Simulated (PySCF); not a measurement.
Electron affinity of O by level of theory

O⁻ [He] 2s2 2p5 (2P) → O [He] 2s2 2p4 (3P), as a difference of total energies. Calculation: PySCF 2.14, in aug-cc-pwCVQZ (9s8p6d4f2g, 109 functions); the non-relativistic Hamiltonian (point nucleus). Correlated levels: valence: 1s2 frozen; valence and next inner shell: nothing frozen. The calculations carry no spin-orbit coupling.

```csv
method,electron affinity (eV),error (eV)
UHF,-0.573,-2.034
LDA,2.060,+0.599
PBE,1.775,+0.314
PBE0,1.387,-0.074
r2SCAN,1.508,+0.047
TPSS,1.499,+0.038
revPBE,1.677,+0.216
BHandHLYP,1.110,-0.351
MP2 (valence),1.494,+0.033
SCS-MP2 (valence),1.475,+0.014
MP2 (valence and next inner shell),1.498,+0.037
SCS-MP2 (valence and next inner shell),1.474,+0.013
```

Reference: 1.461 eV (measured; photodetachment measurements, as compiled on the Wikipedia data page of electron affinities).

Errors of the correlated levels include the incompleteness of this basis and the frozen core.

A negative affinity means that the anion lies above the atom at that level of theory.

In the anion the highest occupied orbital energy is positive at LDA, PBE, PBE0, r2SCAN, TPSS, revPBE, a self-interaction effect; the basis confines that electron, and the energy difference can still be sensible.
